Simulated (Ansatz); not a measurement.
**CO+ (doublet): from Hartree-Fock to the top rungs, cc-pVDZ**

How much of the correlation energy of CO+ (doublet) does each wave-function method recover here?

Program: Ansatz 0.2.0, Gaussian basis. Level of theory: cc-pVDZ, core rule «outside noble gas», up to 2 orbitals frozen. These are calculated values, not measurements.

The runs, in order: UHF; CCSD(T) on ROHF; CCSD(T) on UHF; BCCD(T) on ROHF; CISD; CCSDT(Q) on ROHF; CCSDT(Q) on UHF; CISDTQ; CCSDTQ on ROHF; CCSDTQ on UHF; CASSCF and MRCISD+Q, 9 electrons in 8 orbitals; CASSCF and NEVPT2, 9 electrons in 8 orbitals.

5 further runs of the same task are left out: 5 set aside as unsound or not needed.

### Step 1. The system

The geometry is a PBE0/def2-TZVP stationary point (not a proven minimum) of the parent state, kept for this charge and spin.

2 atoms, charge 1, spin multiplicity 2.

Atoms are counted from 1 here; the program's logs count them from 0.

Bond lengths: O1–C2 1.196 Å.

Coordinates:

```xyz
2
charge 1, multiplicity 2
O     0.0000    0.0000    0.0000
C     0.0000    0.0000    1.1955
```

### Step 2. UHF

in.yaml reads:

```yaml
crystal:
  periodic: [false, false, false]
  atoms:
    - {symbol: O, position_ang: [0.000000, 0.000000, 0.000000]}
    - {symbol: C, position_ang: [0.000000, 0.000000, 1.195530]}
basis:
  gaussian: {orbitals: cc-pVDZ}
total_charge: 1
magnetization: {spin_polarized: true, initial_magnetization: 1}
hamiltonian: {xc: hf}
output: {orbitals: {seedname: orbitals}}
```

On the command line:

```console
$ ansatz run in.yaml --threads 1 --pin off --events-out ev --progress --plain --max-ram 3968MiB --backend cpu
```

After this run come: CCSD(T) on ROHF; CCSD(T) on UHF; BCCD(T) on ROHF; CISD; CCSDT(Q) on ROHF; CCSDT(Q) on UHF; CISDTQ; CCSDTQ on ROHF; CCSDTQ on UHF; CASSCF and MRCISD+Q, 9 electrons in 8 orbitals; CASSCF and NEVPT2, 9 electrons in 8 orbitals.

Q: Predict the results of all the runs planned. Wanted: UCCSDTQ below the RHF energy; RMP2 from UCCSDTQ; UMP2 from UCCSDTQ; RCCSD from UCCSDTQ; RCCSD(T) from UCCSDTQ; UCCSD(T) from UCCSDTQ; RCCSDT(Q) from UCCSDTQ; UCCSDT(Q) from UCCSDTQ; NEVPT2 valence from UCCSDTQ.

**Answer**, as computed:

| quantity | value |
| --- | --- |
| UCCSDTQ below the RHF energy | -8.6550 eV |
| RMP2 from UCCSDTQ | +43.1 kJ/mol |
| UMP2 from UCCSDTQ | +138.5 kJ/mol |
| RCCSD from UCCSDTQ | +47.2 kJ/mol |
| RCCSD(T) from UCCSDTQ | +6.6 kJ/mol |
| UCCSD(T) from UCCSDTQ | +14.2 kJ/mol |
| RCCSDT(Q) from UCCSDTQ | +0.3 kJ/mol |
| UCCSDT(Q) from UCCSDTQ | -2.7 kJ/mol |
| NEVPT2 valence from UCCSDTQ | +64.5 kJ/mol |
| MRCISD+Q valence from UCCSDTQ | +1.1 kJ/mol |
| levels within 1 kcal/mol (43 meV) | RCCSDT, UCCSDT, RCCSDT(Q), UCCSDT(Q), RCCSDTQ, MRCISD+Q valence |
| T1 diagnostic | 0.043 |
| effectively unpaired electrons | 1.11 |

In words: RCCSD(T) lands +6.6 kJ/mol from the yardstick (0.8 % of the correlation energy). CCSD(T) misses by +6.6 kJ/mol on the restricted determinant and by +14.2 kJ/mol on the unrestricted one; the two need not hold the same state or core. The occupations are near whole numbers, but T1 = 0.043 shows that the orbitals relax strongly. Of the multireference levels listed MRCISD+Q valence comes nearest in total energy (+1.1 kJ/mol), which doesn't show that its space is the better one. These misses are within one basis, not against nature; the frozen cores of restricted and unrestricted runs differ, which can shift their rows.
